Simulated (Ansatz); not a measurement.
# Si₂⁻, sextet: reading a ladder of total energies

Geometry: that of the Si2⁻, quartet, kept fixed.

```xyz
2

Si    0.0000    0.0000    0.0000
Si    0.0000    0.0000    2.3978
```

Basis aug-cc-pVDZ; Ansatz 0.2.0. Correlated methods freeze the noble-gas cores, which leaves 9 electrons in 44 orbitals. R marks a restricted (for open shells ROHF) determinant, U an unrestricted one. This anion state lies near or above the neutral species, so the extra electron is weakly bound or unbound and the energies hang on the diffuse functions.

Full CI isn't at hand for all of this; UCCSDT(Q) serves as the reference, and is uncertain by about the last step of the cluster series.

Runs differ by some tens of microhartree through their thresholds and, for an open shell, their frozen cores, so steps under 0.03 kcal/mol mean nothing.

```tsv
level	total energy (hartree)
UHF	-577.762302
UMP2	-577.890603
UCCSD	-577.920394
UCCSD(T)	-577.926909
UCCSDT	-577.928246
UCCSDT(Q)	-577.928758
```

What is the correlation energy at UCCSDT(Q), and what share of it do UMP2 and UCCSD recover?

E(corr) = -577.928758 − (-577.762302) = -0.166456 hartree = -4.529 eV. UMP2: -0.128301 / -0.166456 = 77.08 %. UCCSD: -0.158092 / -0.166456 = 94.98 %.

By how many kcal/mol does UCCSD(T) miss UCCSDT(Q) (1 hartree = 627.509 kcal/mol), and which steps make up the rest?

-577.926909 − (-577.928758) = 0.001849 hartree = 1.16 kcal/mol. Steps: UCCSDT − UCCSD(T) = -0.84, UCCSDT(Q) − UCCSDT = -0.32 kcal/mol. Differences between like states or geometries often cancel part of this.
